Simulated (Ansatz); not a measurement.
A made-up structure of SiNH$_{3}$S, singlet:

| atom | x (Å) | y (Å) | z (Å) |
| --- | --- | --- | --- |
| N1 | -1.4640 | -0.4514 | -0.7815 |
| Si2 | -0.1450 | 0.6219 | -0.2753 |
| S3 | 1.8022 | 0.3157 | 1.0333 |
| H4 | -1.5574 | -1.5458 | -0.5150 |
| H5 | -0.1588 | 2.2010 | -0.7527 |
| H6 | 1.5231 | -1.1413 | 1.2913 |

It is relaxed with PBE-D4/def2-SVP and then PBE0-D4/def2-TZVP (Ansatz 0.2.0). Atoms count as bonded within 1.22 times the sum of their covalent radii (H–H: 0.88 Å). The end point is not checked to be a true minimum.

Task: Does its bonding change? (Judge from chemistry; the calculation decides.)

Result: Computed: No: no bond forms or breaks.

Where it ends: The first stage lowers the energy by 1.24 eV in 8 steps. It ends as SiNH₃S ([NH][SiH][SH]):
```
6
angstrom
N -1.3069 -0.4032 -0.6977
Si -0.1294 0.5554 -0.2458
S 1.6091 0.2820 0.9227
H -1.3903 -1.3804 -0.4599
H -0.1423 1.9651 -0.6722
H 1.3599 -1.0189 1.1530
```

Labels in which every atom is bracketed show which atoms are joined, not bond orders.

For scale, one of the runs: PBE0-D4/def2-TZVP relaxation, 123 basis functions, launched by `ansatz run in.yaml --threads 2 --pin off --events-out ev --progress --plain --max-ram 4352MiB`. Hardware: 2 CPU threads of an Intel Xeon 6975P-C, shared host. Wall time about 11 s.
